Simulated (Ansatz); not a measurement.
A barrier at the coupled-cluster level

Start structure (CH₈OSi, closed shell), relaxed at PBE0-D4/def2-TZVP:

```xyz
11
angstrom
Si 0.3276 0.9903 0.1075
C 1.4030 -0.5107 0.3566
H -0.5481 1.1599 1.3045
H 1.1602 2.2062 -0.0651
O -0.5877 0.8954 -1.2632
H -2.5677 -1.5429 -0.4389
H -2.7719 -0.9919 0.0227
H 2.0237 -0.3879 1.2489
H 2.0641 -0.6652 -0.4994
H 0.8015 -1.4135 0.4915
H -1.3048 0.2603 -1.2648
```

The step: CH₆OSi ([CH3][SiH2][OH]) + H₂ → SiH₄O ([OH][SiH3]) + CH₄; bonds formed: Si1–H7, C2–H6; bonds broken: Si1–C2, H6–H7. Ansatz 0.2.0; basis: def2-TZVPP and def2-QZVPP; cores frozen in the correlated methods. Extrapolation: Hartree–Fock as exp(−7.88 √X), correlation as X^−2.97. Energies below are by CCSD(T) at an estimated basis limit (MP2 extrapolated from triple and quadruple zeta, plus CCSD(T) − MP2 in triple zeta).

What are the electronic barrier and the energy of the step, from the start structure to the end structure? (An estimate is asked for; the value comes from the calculation.)

By the calculation: Barrier 67.07 kcal/mol; step energy -4.93 kcal/mol (downhill); reverse barrier, their difference, 72.00 kcal/mol. Barrier and step energy count from the start structure, the reverse barrier from the end structure.

The saddle point: One imaginary mode of 1430i cm⁻¹.
| pair | start (Å) | saddle (Å) | end (Å) |
| --- | --- | --- | --- |
| Si1–H7 | 3.68 | 1.73 | 1.49 |
| C2–H6 | 4.18 | 1.38 | 1.09 |
| Si1–C2 | 1.86 | 2.16 | 3.73 |
| H6–H7 | 0.75 | 1.11 | 2.93 |

Zero-point energy (harmonic, PBE0-D4): ZPE is 49.49 kcal/mol at the start and 52.05 kcal/mol at the saddle, so the barrier goes from 67.07 to 69.62 kcal/mol.

No T1 diagnostic of these runs exceeds 0.012. The start structure is not quite a true minimum (one mode of 28i cm⁻¹).

Labels in which every atom is bracketed show which atoms are joined, not bond orders.

For scale, one of the runs: CCSD(T)/def2-TZVPP, 216 basis functions, launched by `ansatz run in.yaml --threads 4 --pin off --events-out ev --progress --plain --max-ram 9574MiB`. Time: 50 s of wall clock on 4 CPU threads of an Intel Xeon; the host was shared. Peak host memory: 3.2 GiB.
